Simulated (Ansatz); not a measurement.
`C=CC(O)Cl`, charge 0, multiplicity 1.

Task: Give a relaxed structure at PBE0-D4/def2-TZVP (Ansatz). (Estimate.)

Result: The calculation gave: 
Z-matrix (Å, degrees):
```
C
C 1 1.496
Cl 1 1.811 2 112.0
O 1 1.380 2 111.9 3 -125.5
H 1 1.091 2 111.0 3 115.9
C 2 1.322 1 127.6 3 0.6
H 2 1.088 1 112.0 3 179.5
H 4 0.964 1 108.3 2 52.2
H 6 1.083 2 121.5 1 -1.4
H 6 1.083 2 120.6 1 178.9
```
This is one stationary point; other conformers may exist.
